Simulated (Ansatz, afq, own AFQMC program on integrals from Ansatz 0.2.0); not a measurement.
Integrals from Ansatz 0.2.0, then the random walk in our own AFQMC program (afq).

```yaml
crystal:
  periodic: [false, false, false]
  atoms:
    - {symbol: Br, position_ang: [-0.479572, 0.000000, 0.000000]}
    - {symbol: H, position_ang: [1.336428, 0.000000, 0.000000]}
    - {symbol: B, position_ang: [2.802428, 0.000000, 0.000000]}
    - {symbol: H, position_ang: [3.311502, 0.000000, 1.077008]}
    - {symbol: H, position_ang: [3.311502, 0.000000, -1.077008]}
basis:
  gaussian: {orbitals: cc-pVTZ}
magnetization: {spin_polarized: true, initial_magnetization: 1}
correlation: {method: ccsd_t, electrons: outside_noble_gas, hamiltonian_folder: ham}
```

```sh
$ ansatz run in.yaml --threads 1 --pin off --events-out ev --progress --plain --max-ram 24576MiB --backend cuda --devices 0, --max-vram 18GiB
```

afq runs on the folder ham with

```
--method phaseless --trial cisd --walkers 900 --populations 20 --least-time 60 --time-step 0.005 --steps-per-block 50 --equilibration-blocks 28 --max-blocks 4000 --target-error 0.00021 --factor-cut 1e-05 --start spin_pure --seed 709 --release-times 0.24,0.51,0.99,1.62,2.4 --release-step 0.03 --release-every 3 --taylor-order 6
```

Times are imaginary, in 1/Eh. The walk had a cap of 231 s. With eight or more populations the least sampling time is a fifth of least-time, and the error comes from their spread. Filled inner d shells are frozen with the cores.

Output of the walk:

```
orbitals 100  electrons 7 6  factors 618 of 680
reference energy -2598.81307546 Eh
CCSD correlation -0.30248575 Eh in 12 cycles, weight of the determinant in the CISD state 0.8697
energy of the start -2599.113707 Eh
 block  time / (1/Eh)  mean weight  energy / Eh
     1     0.250  0.9993  -2599.109879
     2     0.500  0.9992  -2599.113522
     3     0.750  1.0007  -2599.117126
     4     1.000  1.0004  -2599.120002
     5     1.250  0.9997  -2599.122305
     7     1.750  0.9999  -2599.123414
     9     2.250  0.9996  -2599.124864
    11     2.750  0.9994  -2599.126083
    15     3.750  1.0002  -2599.126388
    19     4.750  1.0004  -2599.125484
    23     5.750  1.0000  -2599.126986
    27     6.750  0.9998  -2599.125088
    31     7.750  1.0001  -2599.124787
    35     8.750  0.9996  -2599.125868
    39     9.750  1.0006  -2599.126425
    41    10.250  1.0003  -2599.127883
    43    10.750  0.9998  -2599.127488
    47    11.750  1.0002  -2599.127004
    51    12.750  1.0004  -2599.126345
    55    13.750  0.9994  -2599.126629
    59    14.750  0.9998  -2599.126306
    63    15.750  0.9996  -2599.126835
    67    16.750  1.0004  -2599.124243
    69    17.250  0.9998  -2599.123231
    71    17.750  0.9995  -2599.126451
    75    18.750  0.9999  -2599.125711
    79    19.750  1.0002  -2599.126239
    83    20.750  0.9995  -2599.124160
    87    21.750  1.0001  -2599.125029
    91    22.750  0.9996  -2599.125622
    95    23.750  0.9998  -2599.126719
    99    24.750  1.0006  -2599.125450
   103    25.750  1.0009  -2599.124901
   107    26.750  1.0001  -2599.124563
error from the spread of 20 populations
released: time / (1/Eh)  energy / Eh  error  mean overlap
  0.24  -2599.126153  0.000189  0.9977
  0.51  -2599.126412  0.000182  0.9919
  0.99  -2599.126353  0.000201  0.9939
  1.62  -2599.126502  0.000218  0.9856
  2.40  -2599.126690  0.000386  0.9702
energy -2599.125855 +/- 0.000191 Eh
(rows thinned)
```

The run passed its tests (sampling time, drift between the halves within three errors, error under three times the target), which doesn't prove that it has relaxed. The second half of the sampling lies above the first by 1.6 errors of their difference, so the energy may still be moving and its error bar be too small.

Against this walk (error 5.2 meV) on the same determinant: CCSD(T) 18.4 meV higher. The error is statistical and leaves out the bias of the constraint. Released to 1.62 1/Eh the energy lies 18 ± 8 meV (both errors) below the phaseless value, which shows part or all of the bias of the constraint, and CCSD(T) lies 36.0 meV above the released value.

Cautions: constraint bias not in the error; no relativity below Rb; no spin-orbit coupling; inner d shell frozen.

The walk took 100 s on 1 × NVIDIA H100 80GB HBM3 with 2 threads of AMD EPYC 7R13 Processor (Zen 3) (shared host) (the card was shared). The log's last line is the phaseless energy.

A walk keeps the symmetry of its determinant, which the program's search chose and which needn't be the lowest solution, so a lower state of the same spin and another symmetry isn't excluded.
